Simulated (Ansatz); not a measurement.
**CCl (sextet): wave-function methods side by side, cc-pVTZ**

The task here is to estimate one member of a computed series from the others.

Program: Ansatz 0.2.0, Gaussian basis. Level of theory: cc-pVTZ, core rule «outside noble gas», up to 6 orbitals frozen. These are calculated values, not measurements.

Plan: UHF; CCSD(T) on ROHF; CCSD(T) on UHF; BCCD(T) on ROHF; CISD; CCSDT(Q) on ROHF; CCSDT(Q) on UHF; CASSCF and MRCISD+Q, 11 electrons in 8 orbitals; CASSCF and NEVPT2, 11 electrons in 8 orbitals.

5 further runs of the same task are left out: 5 set aside as unsound or not needed.

**What is computed**

The geometry is a PBE0/def2-TZVP stationary point (not a proven minimum) of the parent state, kept for this charge and spin.

2 atoms, charge 0, spin multiplicity 6.

Atoms are counted from 1 here; the program's logs count them from 0.

Bond lengths: C1–Cl2 1.644 Å.

As a file:

```
C     0.0000    0.0000    0.0000
Cl    0.0000    0.0000    1.6442
```

Set-up of the first run:

in.yaml

```yaml
crystal:
  periodic: [false, false, false]
  atoms:
    - {symbol: C, position_ang: [0.000000, 0.000000, 0.000000]}
    - {symbol: Cl, position_ang: [0.000000, 0.000000, 1.644200]}
basis:
  gaussian: {orbitals: cc-pVTZ}
magnetization: {spin_polarized: true, initial_magnetization: 5}
hamiltonian: {xc: hf}
output: {orbitals: {seedname: orbitals}}
```

Started as:

```bash
ansatz run in.yaml --threads 1 --pin off --events-out ev --progress --plain --max-ram 2816MiB --backend cpu
```

Steps of the session up to this table: UHF; CCSD(T) on ROHF; CCSD(T) on UHF; BCCD(T) on ROHF; CISD; CCSDT(Q) on ROHF; CCSDT(Q) on UHF; CASSCF and MRCISD+Q, 11 electrons in 8 orbitals; CASSCF and NEVPT2, 11 electrons in 8 orbitals.

One table of the session follows, with a row left open; its other results are not shown here.

| method | from UCCSDT(Q) (kJ/mol) |
| --- | --- |
| ROHF | ? |
| UHF | +702.2 |
| RMP2 | +103.6 |
| UMP2 | +111.6 |
| CISD | +64.4 |
| RCCSD | +29.4 |
| UCCSD | +28.5 |
| RCCSD(T) | +4.0 |
| UCCSD(T) | +3.9 |
| BCCD(T) | +4.0 |
| RCCSDT | +1.3 |
| UCCSDT | +1.0 |
| RCCSDT(Q) | +0.2 |
| UCCSDT(Q) | 0 |
| CASSCF valence | +724.7 |
| NEVPT2 valence | +161.8 |
| MRCISD valence | +75.1 |
| MRCISD+Q valence | +16.1 |

Q: Estimate the row for ROHF from the others.

The run gave: from UCCSDT(Q) (kJ/mol): +730.3. In the column «from UCCSDT(Q) (kJ/mol)» it is the highest.

To keep in mind: Restricted and unrestricted rows rest on different reference determinants; where their highest levels disagree by more than a few hundredths of an eV, they describe different states and don't form one ladder.
